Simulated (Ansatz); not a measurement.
# C6H12 (SMILES C=CC(C)CC): CCSD/6-31G(d) (spherical functions)

What is the vertical singlet–triplet gap of C6H12 at CCSD/6-31G* (spherical functions)? 

Program for the calculation: Ansatz 0.2.0.

13 further runs of the same task are left out: 13 set aside as unsound or not needed.

## 1. The system as given

C6H12: 18 atoms, total charge 0, spin state singlet. SMILES: `C=CC(C)CC`. The shape is that of a PBE0-D4/def2-TZVP optimisation. This is one conformer, not always the lowest.

Some bond lengths: C1–C2 1.325 Å, C2–C3 1.495 Å, C3–C4 1.526 Å, C3–C5 1.531 Å, C5–C6 1.518 Å, C1–H7 1.086 Å, C1–H8 1.084 Å, C2–H9 1.091 Å, C3–H10 1.098 Å, C4–H11 1.092 Å, C4–H12 1.094 Å, C4–H13 1.093 Å, C5–H14 1.096 Å, C5–H15 1.097 Å, C6–H16 1.094 Å, C6–H17 1.092 Å. Some angles: C1–C2–C3 125.7°, C2–C3–C4 110.3°, C2–C3–C5 111.2°, C4–C3–C5 110.6°, C3–C5–C6 113.9°, C1–C2–H9 119.0°, C3–C2–H9 115.3°, C2–C1–H7 121.3°, C2–C1–H8 121.7°, C2–C3–H10 108.0°.

## 2. The energy at CCSD/6-31G(d) (spherical functions)

File input.yaml:

```yaml
crystal:
  periodic: [false, false, false]
  atoms:
    - symbol: C
      position_ang: [-1.315800, 1.817470, -0.694280]
    - symbol: C
      position_ang: [-0.840960, 0.980370, 0.216650]
    - symbol: C
      position_ang: [-0.391010, -0.422800, -0.038270]
    - symbol: C
      position_ang: [-1.240690, -1.404020, 0.763640]
    - symbol: C
      position_ang: [1.092980, -0.596620, 0.296430]
    - symbol: C
      position_ang: [2.020100, 0.230750, -0.575050]
    - symbol: H
      position_ang: [-1.407880, 1.524930, -1.736020]
    - symbol: H
      position_ang: [-1.631100, 2.821870, -0.435860]
    - symbol: H
      position_ang: [-0.763320, 1.313470, 1.252510]
    - symbol: H
      position_ang: [-0.526320, -0.633760, -1.106880]
    - symbol: H
      position_ang: [-2.298220, -1.313410, 0.507490]
    - symbol: H
      position_ang: [-1.139200, -1.216750, 1.837070]
    - symbol: H
      position_ang: [-0.927980, -2.434320, 0.574710]
    - symbol: H
      position_ang: [1.345170, -1.658490, 0.200800]
    - symbol: H
      position_ang: [1.246470, -0.342550, 1.352600]
    - symbol: H
      position_ang: [1.905100, -0.034220, -1.630080]
    - symbol: H
      position_ang: [3.066080, 0.070280, -0.304280]
    - symbol: H
      position_ang: [1.806590, 1.297830, -0.481200]
basis:
  gaussian: {orbitals: 6-31G_st_-spherical.json}
correlation: {method: ccsd, frozen_orbitals: {C: 1, H: 0}}
accuracy: high
scf: {omitted_lower_state_checks: [cluster_reference, increment]}
```

The basis set 6-31G* is read from a file made from the Basis Set Exchange's data (not shown).

Run with:

```
ansatz run input.yaml --threads 4 --pin off --max-ram 12180MiB --events-out events.jsonl --progress --plain --runs-dir runs
```

The program printed (excerpt; [...] marks lines left out):

```text
Warning: RAYON_NUM_THREADS=4 ignored (pool sized by the plan → 4); use --threads N
Functional definition: HF
  name "HF"
[...]
2826 factors; integrals over basis functions are off by at most 4.1e-9 eV
[...]
mean field -6372.17616704 eV, -234.1731549227 hartree, gradient 9.0e-8 eV, S^2 0.000000; 0 other end points of the search recorded, 0 dependent functions left out
6 core orbitals not correlated: weight in the atoms' cores, before any rotation towards them, 1.000 or more for the frozen orbitals, at most 0.000 for the correlated occupied ones
reference -6372.17616704 eV, -234.1731549227 hartree; 18, 18 occupied and 84, 84 virtual orbitals, 2826 factors
second order -21.07179027 eV of doubles, -0.00000000 eV of singles
cycle   1  -22.27021447 eV  change    -1.2e0 eV  update   1.0e-1
[...]
cycle  21  -23.05326916 eV  change   5.9e-11 eV  update  6.9e-10
Total energy: -6395.22943620 eV, -235.0203469383 hartree
Checks for a lower state left out: cluster_reference, increment
```

Wall time 12 s (4 threads of Arm Neoverse V2, shared host); peak memory 1.1 GiB.

## 3. The triplet at the same level

File job.yaml:

```yaml
basis:
  gaussian:
    orbitals: 6-31G_st_-spherical.json
crystal:
  periodic: [false, false, false]
  atoms:
    - {symbol: C, position_ang: [-1.315800, 1.817470, -0.694280]}
    - {symbol: C, position_ang: [-0.840960, 0.980370, 0.216650]}
    - {symbol: C, position_ang: [-0.391010, -0.422800, -0.038270]}
    - {symbol: C, position_ang: [-1.240690, -1.404020, 0.763640]}
    - {symbol: C, position_ang: [1.092980, -0.596620, 0.296430]}
    - {symbol: C, position_ang: [2.020100, 0.230750, -0.575050]}
    - {symbol: H, position_ang: [-1.407880, 1.524930, -1.736020]}
    - {symbol: H, position_ang: [-1.631100, 2.821870, -0.435860]}
    - {symbol: H, position_ang: [-0.763320, 1.313470, 1.252510]}
    - {symbol: H, position_ang: [-0.526320, -0.633760, -1.106880]}
    - {symbol: H, position_ang: [-2.298220, -1.313410, 0.507490]}
    - {symbol: H, position_ang: [-1.139200, -1.216750, 1.837070]}
    - {symbol: H, position_ang: [-0.927980, -2.434320, 0.574710]}
    - {symbol: H, position_ang: [1.345170, -1.658490, 0.200800]}
    - {symbol: H, position_ang: [1.246470, -0.342550, 1.352600]}
    - {symbol: H, position_ang: [1.905100, -0.034220, -1.630080]}
    - {symbol: H, position_ang: [3.066080, 0.070280, -0.304280]}
    - {symbol: H, position_ang: [1.806590, 1.297830, -0.481200]}
magnetization:
  spin_polarized: true
  initial_magnetization: 2
correlation:
  method: ccsd
  frozen_orbitals: {C: 1, H: 0}
accuracy: high
scf:
  omitted_lower_state_checks: [cluster_reference, increment]
```

The basis set 6-31G* is read from a file made from the Basis Set Exchange's data (not shown).

Run with:

```
ansatz run job.yaml --threads 4 --pin off --max-ram 12180MiB --events-out events.jsonl --progress --plain --runs-dir runs
```

The program printed (excerpt; [...] marks lines left out):

```text
Warning: RAYON_NUM_THREADS=4 ignored (pool sized by the plan → 4); use --threads N
Functional definition: HF
  name "HF"
[...]
2826 factors; integrals over basis functions are off by at most 4.1e-9 eV
[...]
mean field -6368.61958701 eV, -234.0424530172 hartree, gradient 4.0e-8 eV, S^2 2.021310; 0 other end points of the search recorded, 0 dependent functions left out
6 core orbitals not correlated: weight in the atoms' cores, before any rotation towards them, 1.000 or more for the frozen orbitals, at most 0.000 for the correlated occupied ones
reference -6368.61958701 eV, -234.0424530172 hartree; 19, 17 occupied and 83, 85 virtual orbitals, 2826 factors
second order -19.82058443 eV of doubles, -0.00000000 eV of singles
cycle   1  -21.26863636 eV  change    -1.4e0 eV  update   9.6e-2
[...]
cycle  24  -22.01605276 eV  change    2.5e-9 eV  update   3.5e-9
Total energy: -6390.63563977 eV, -234.8515280330 hartree
Checks for a lower state left out: cluster_reference, increment
```

It took 47 s on 4 threads of Arm Neoverse V2, shared host; peak memory 2.4 GiB.

## 4. What came out

At CCSD/6-31G* (spherical functions), 6 core orbitals frozen:

```
                                            quantity          value
                               singlet: total energy  -235.02035 Eh
singlet: correlation energy (6 core orbitals frozen)     -847.2 mEh
                              singlet: T1 diagnostic          0.009
                               triplet: total energy  -234.85153 Eh
triplet: correlation energy (6 core orbitals frozen)     -809.1 mEh
          triplet: ⟨S²⟩ of the reference determinant          2.021
                              triplet: T1 diagnostic          0.010
    vertical energy of the triplet above the singlet       4.594 eV
```

In words: At this shape the triplet lies 4.59 eV (443 kJ/mol) above the singlet.
